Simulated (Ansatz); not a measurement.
We consider rock-salt HfN, described by r²SCAN+rVV10 (Ansatz, a quantum-chemistry and plane-wave program, PAW).

Numerical settings: plane-wave cutoff 600 eV, 16×16×16 k mesh, Fermi–Dirac smearing 0.1 eV, finite displacements, scalar-relativistic PAW data made under PBE.

Cell (relaxed at this level):

```
HfN
1.0
    0.00000     2.25742     2.25742
    2.25742     0.00000     2.25742
    2.25742     2.25742     0.00000
Hf N
1 1
Direct
  0.00000   0.00000   0.00000
  0.50000   0.50000   0.50000
```

Problem. Give the computed zone-centre TO phonon frequency.

Solution. 
- zone-centre TO phonon frequency: 501 cm⁻¹

Spin–orbit coupling is not included.

The result took roughly 24 core-minutes.
